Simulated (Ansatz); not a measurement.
# C2H3F: vertical energies of changing the electron count

The task is vertical energies of changing the electron count, for C2H3F. SMILES: C[C]F.

Computed with the Python package of Ansatz 0.2.0. Level of theory: PBE0/def2-SVPD.

### Step 1. The system

Bond lengths: C1–C2 1.516 Å, C2–F3 1.383 Å, C1–H4 1.110 Å, C1–H5 1.109 Å, C1–H6 1.110 Å. Angles: C1–C2–F3 110.0°, C2–C1–H4 109.8°, C2–C1–H5 109.3°, C2–C1–H6 109.8°, H4–C1–H5 109.2°, H4–C1–H6 109.6°, H5–C1–H6 109.2°.

No structure file is read: the coordinates are typed or built in the script.

### Step 2. The script

Contents of c2h3f.py:

```python
"""Removing and adding an electron on C2H3F at fixed geometry."""

from dataclasses import dataclass

import ansatz as az


@dataclass
class Options:
    basis: str = "def2-SVPD"
    functional: str = "pbe0"


settings = Options()


def energy(molecule, charge=0, unpaired=0):
    calc = (
        molecule.calculation()
        .basis(gaussian=settings.basis)
        .functional(settings.functional)
    )
    if charge:
        calc = calc.charge(charge)
    if unpaired:
        calc = calc.spin("collinear", total=unpaired)
    return calc.run().report["free_energy_ev"]


def main() -> None:
    mol = (
        az.Crystal.molecule()
        .atom("C", (-0.4512, 0.0134, -0.0225))
        .atom("C", (0.8708, -0.7147, -0.1684))
        .atom("F", (1.9145, 0.1331, 0.1539))
        .atom("H", (-0.5782, 0.3562, 1.0256))
        .atom("H", (-1.28, -0.6763, -0.2835))
        .atom("H", (-0.476, 0.8883, -0.7052))
    )

    # delta-SCF style differences, no relaxation
    parent = energy(mol, 0, 2)
    cation = energy(mol, 1, 1)
    print(f"E(N)   = {parent:.5f} eV")
    print(f"E(N-1) = {cation:.5f} eV  (1 unpaired)")
    print(f"vertical ionisation energy {cation - parent:.3f} eV")
    other = energy(mol, 1, 3)
    print(f"to the state with 3 unpaired electrons: {other - parent:.3f} eV")
    anion = energy(mol, -1, 1)
    print(f"E(N+1) = {anion:.5f} eV  (1 unpaired)")
    print(f"vertical electron affinity {parent - anion:.3f} eV" + ("" if anion < parent else " (unbound in this basis)"))
    print(f"fundamental gap IP - EA = {cation + anion - 2 * parent:.3f} eV")


if __name__ == "__main__":
    main()
```

### Step 3. Launch

Launch:

```
> python c2h3f.py
```

Q: Predict the main results. Wanted: vertical ionisation energy; vertical electron affinity.

**Answer**, as computed:

| quantity | value |
| --- | --- |
| vertical ionisation energy | 9.004 eV |
| vertical electron affinity | 0.885 eV |
| runs compared | 4 |

In words: The ionisation energy is a difference of two total energies at the neutral geometry. The anion lies below the neutral molecule at this geometry. All 4 runs converged (17 to 38 cycles). Caveats:
- The geometry is a force-field or estimated start, not a minimum of this method, and the basis set is short of its limit. All parts are taken at fixed geometry, without zero-point energy. At an unrelaxed start these energies can be a whole eV from those at the minimum, and a small affinity can change sign.
- The run takes the species as open-shell (spin multiplicity 3), which needn't be its ground state.
- Only the spin states typed were run; another state of an ion can lie lower, by up to an eV or two.
